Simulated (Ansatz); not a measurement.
## AsH₂, doublet: the ladder up to full CI

Geometry: a point of a bend scan, not a stationary point.

```xyz
3

As    0.0000   -0.0137    0.0000
H     0.0000    0.5096   -1.4338
H     0.0000    0.5096    1.4338
```

Basis cc-pVDZ; Ansatz 0.2.0. Only valence electrons are correlated (noble-gas cores and the filled d shells of p-block atoms frozen), which leaves 7 electrons in 23 orbitals. R marks a restricted (for open shells ROHF) determinant, U an unrestricted one. Active spaces: pair = (3e, 3o) about the gap; valence = (7e, 6o) chosen from the atoms' valence shells. No spin–orbit coupling is included, and no scalar relativity.

Full CI is exact within this basis and frozen core; it isn't the basis-set limit. The frozen core follows each run's orbitals, which can shift R against U totals by a few meV for light atoms and by up to 0.1 eV past Ca.

For open shells CISD is restricted-active-space CI with the open shells as a complete middle space.

```
UHF ⟨S²⟩                          : 0.765
T1 diagnostic (RCCSD)             : 0.0174
largest doubles amplitude (RCCSD) : 0.063
```

| level | E − E(full CI) (kJ/mol) | share of correlation (%) | wall time |
| --- | --- | --- | --- |
| RHF | 348.9 | 0.00 | – |
| RMP2 | 74.9 | 78.54 | – |
| CISD | 23.5 | 93.27 | 2.1 s |
| RCCSD | 9.4 | 97.30 | – |
| RCCSD(T) | 2.0 | 99.44 | 4.8 s |
| BCCD(T) | 1.9 | 99.44 | 3.5 s |
| RCCSDT | 0.3 | 99.90 | – |
| RCCSDT(Q) | 0.0 | 99.99 | 11 s |
| CASSCF (pair space) | 298.2 | 14.54 | – |
| NEVPT2 (pair space) | 70.0 | 79.92 | 3.8 s |
| MRCISD (pair space) | 17.3 | 95.05 | – |
| MRCISD+Q (pair space) | -1.7 | 100.48 | 4.1 s |
| CASSCF (valence space) | 238.9 | 31.52 | – |
| NEVPT2 (valence space) | 60.4 | 82.69 | 3.2 s |
| NEVPT4(SD) (valence space) | 5.9 | 98.32 | 3.9 s |
| MRCISD (valence space) | 10.5 | 97.00 | – |
| MRCISD+Q (valence space) | -0.7 | 100.20 | 3.7 s |

The correlation energy at full CI, counted from RHF, is -3.616 eV. That run took 76 s on 1 thread of Intel Xeon, shared host over 3,920,760 determinants.

Run but not shown, since their state or frozen core can't be matched to the reference's or they repeat it: UHF, UMP2, UCCSD, UCCSD(T), UCCSDT, UCCSDT(Q).

Times hold each run's SCF and search for its determinant on a shared host, so for small cases they say little of a method's own cost; they ran on 1 thread of Intel Xeon.

Not variational, and here over 5 meV under the exact energy: MRCISD+Q (pair space), MRCISD+Q (valence space).

The full-CI state has the irrep B1 of C2v, in the program's axes.

Natural occupations of full CI about the gap: 1.962 1.942 1.932 0.992 0.058 0.034 0.012 0.012 0.010 0.010; effectively unpaired electrons, Σ n²(2−n)², 1.06.
